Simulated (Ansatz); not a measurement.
This geometry of CH₄BCl (7 atoms, charge 0, multiplicity 1) is a first-order saddle point.

Computed with RKS BLYP-D4/def2-SVP (Ansatz).

```xyz
7
Properties=species:S:1:pos:R:3
B 0.247 0.044 -0.075
Cl 0.469 -0.121 1.680
H 1.264 0.198 -0.714
C -1.191 -0.015 -0.694
H -1.684 -0.977 -0.431
H -1.836 0.772 -0.246
H -1.207 0.100 -1.795
```

Which two structures does it join? (They come from a converged band through this point; their orientation in space is the band's.)

No bond is made or broken.  The two ends are copies of one structure, up to a mirror image or an exchange of like atoms.

Initial state:

```xyz
7
Properties=species:S:1:pos:R:3
B 0.222 -0.064 -0.033
Cl 0.581 0.567 1.585
H 1.155 -0.570 -0.618
C -1.209 0.024 -0.654
H -1.568 -1.011 -0.866
H -1.964 0.543 -0.034
H -1.155 0.511 -1.654
```

Final state:

```xyz
7
Properties=species:S:1:pos:R:3
B 0.217 0.095 -0.028
Cl 0.617 -0.594 1.556
H 1.116 0.686 -0.587
C -1.207 -0.045 -0.655
H -1.930 -0.642 -0.067
H -1.629 0.975 -0.814
H -1.122 -0.475 -1.679
```

How far does it lie above each of them?

0.025 eV above the first and 0.025 eV above the second. This is the barrier of this one path; another mechanism may lie lower.

The run took 66 s on 1 thread of Arm Neoverse V1, on a shared host, peak memory 0.11 GiB.
